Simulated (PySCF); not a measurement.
These 2 structures share the formula C3H5 (doublet state). Level of theory: PBE0-D3(BJ)/def2-SVP geometry optimisation, gas phase (PySCF). Energies are electronic, without zero-point or thermal terms, for one conformer each. No frequencies were run at this level. Point groups hold within 0.08 Å. The open-shell SCF solutions weren't tested for stability.

Question: Order them by energy at this level, lowest first, and give relative energies in kcal/mol.
A. `[CH]1CC1` [radical]
B. `[CH2:1][CH:2]=[CH2:3]` (doublet state) with H–C1–C2–C3 180° and 0° (allyl)

Answer: B (0.0), A (23.9).

As drawn, the higher has a three-membered ring, which the lower lacks.

| SMILES | E (Eh) | E rel (kcal/mol) | dipole (D) | point group | A, B, C (MHz) | ⟨S²⟩ |
| --- | --- | --- | --- | --- | --- | --- |
| [CH2]C=C | -117.02907 | 0.0 | 0.05 | C2v | 54580, 10284, 8653 | 0.792 |
| [CH]1CC1 | -116.99093 | 23.9 | 0.57 | Cs | 23709, 20867, 13257 | 0.754 |

Question: How do the relative energies change in single points at B3LYP/IGLO-III on C, pcH-1 on H (no added dispersion term) on the same geometries?

Answer: 
| SMILES | PBE0-D3(BJ)/def2-SVP (kcal/mol) | B3LYP/IGLO-III on C, pcH-1 on H (kcal/mol) | shift |
| --- | --- | --- | --- |
| [CH2]C=C | 0.0 | 0.0 | 0.0 |
| [CH]1CC1 | 23.9 | 31.7 | +7.8 |

Each column counts from its own lowest isomer. The order is unchanged; the largest shift is 7.8 kcal/mol.
